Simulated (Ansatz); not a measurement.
# BSi+ (quintet): the correlation ladder, def2-TZVPP

The task here is to estimate one member of a computed series from the others.

Method: def2-TZVPP, core rule «outside noble gas», up to 6 orbitals frozen; program: Ansatz 0.2.0, Gaussian basis.

The runs, in order: UHF; ROHF; CCSD(T) on UHF.

2 further runs of the same task are left out: 2 set aside as unsound or not needed.

**The geometry**

The geometry is a PBE0/def2-TZVP stationary point (not a proven minimum) of the parent state, kept for this charge and spin.

2 atoms, charge 1, spin multiplicity 5.

Atoms are counted from 1 here; the program's logs count them from 0.

Bond lengths: Si1–B2 2.095 Å.

The first run:

The input, in.yaml:

```yaml
crystal:
  periodic: [false, false, false]
  atoms:
    - {symbol: Si, position_ang: [0.000000, 0.000000, 0.000000]}
    - {symbol: B, position_ang: [0.000000, 0.000000, 2.094900]}
basis:
  gaussian: {orbitals: def2-TZVPP}
total_charge: 1
magnetization: {spin_polarized: true, initial_magnetization: 4}
hamiltonian: {xc: hf}
output: {orbitals: {seedname: orbitals}}
```

Run with:

```console
ansatz run in.yaml --threads 1 --pin off --events-out ev --progress --plain --max-ram 4096MiB --backend cpu
```

Among the steps run: UHF; ROHF; CCSD(T) on UHF.

One table of the session follows, with a row left open; its other results are not shown here.

| method | from UCCSD(T) (meV) |
| --- | --- |
| ROHF | +3526.3 |
| UHF | ? |
| UMP2 | +968.9 |
| UCCSD | +243.7 |
| UCCSD(T) | 0 |

Q: Estimate the row for UHF from the others.

**Answer.** from UCCSD(T) (meV): +3503.8. In the column «from UCCSD(T) (meV)» it lies between UMP2 (+968.9) and ROHF (+3526.3).
